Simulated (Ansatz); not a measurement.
# BO (sextet): the correlation ladder, cc-pVTZ

An exercise on one series of results from a longer session: the logs are not shown, and one member is left open.

Computed with Ansatz 0.2.0, Gaussian basis. Level: cc-pVTZ, core rule «outside noble gas», up to 2 orbitals frozen.

Plan: UHF; CCSD(T) on ROHF; CCSD(T) on UHF; BCCD(T) on ROHF; CISD; CCSDT(Q) on ROHF; CCSDT(Q) on UHF; CASSCF and MRCISD+Q, 9 electrons in 8 orbitals; CASSCF and NEVPT2, 9 electrons in 8 orbitals.

16 further runs of the same task are left out: 2 for a known fault of the program, 4 that didn't finish, 10 set aside as unsound or not needed.

### The system

The geometry is a PBE0/def2-TZVP stationary point (not a proven minimum) of the parent state, kept for this charge and spin.

2 atoms, charge 0, spin multiplicity 6.

Atoms are counted from 1 here; the program's logs count them from 0.

Bond lengths: B1–O2 1.403 Å.

Set-up of the first run:

Input file in.yaml:

```yaml
crystal:
  periodic: [false, false, false]
  atoms:
    - {symbol: B, position_ang: [0.000000, 0.000000, 0.000000]}
    - {symbol: O, position_ang: [0.000000, 0.000000, 1.403204]}
basis:
  gaussian: {orbitals: cc-pVTZ}
magnetization: {spin_polarized: true, initial_magnetization: 5}
hamiltonian: {xc: hf}
output: {orbitals: {seedname: orbitals}}
```

The run is started by

```sh
$ ansatz run in.yaml --threads 1 --pin off --events-out ev --progress --plain --max-ram 2393MiB
```

Steps of the session up to this table: UHF; CCSD(T) on ROHF; CCSD(T) on UHF; BCCD(T) on ROHF; CISD; CCSDT(Q) on ROHF; CCSDT(Q) on UHF; CASSCF and MRCISD+Q, 9 electrons in 8 orbitals; CASSCF and NEVPT2, 9 electrons in 8 orbitals.

One of the session's tables, all rows but one given; the rest of the session is left out.

```
          method  from UCCSDT(Q) (kJ/mol)
            ROHF                   +534.5
             UHF                   +515.3
            RMP2                        ?
            UMP2                    +73.3
            CISD                    +26.4
           RCCSD                    +13.4
           UCCSD                    +12.8
        RCCSD(T)                     +2.0
        UCCSD(T)                     +1.7
         BCCD(T)                     +2.1
          RCCSDT                     +0.6
          UCCSDT                     +0.2
       RCCSDT(Q)                     +0.4
       UCCSDT(Q)                        0
  CASSCF valence                   +483.5
  NEVPT2 valence                    +86.3
  MRCISD valence                    +24.8
MRCISD+Q valence                     +3.6
```

**Question.** Estimate the row for RMP2.

As computed: from UCCSDT(Q) (kJ/mol): +72.0. In the column «from UCCSDT(Q) (kJ/mol)» it lies between CISD (+26.4) and UMP2 (+73.3).

Among the levels timed on like hardware and quicker than the yardstick, those that no quicker one beats, quickest first: NEVPT2 valence (0.93 s, +86.3 kJ/mol); UCCSD(T) (1.9 s, +1.7 kJ/mol).

Caveats from the session: Of the multireference levels listed MRCISD+Q valence comes nearest in total energy (+3.6 kJ/mol), which doesn't show that its space is the better one. Restricted and unrestricted rows rest on different reference determinants; where their highest levels disagree by more than a few hundredths of an eV, they describe different states and don't form one ladder.
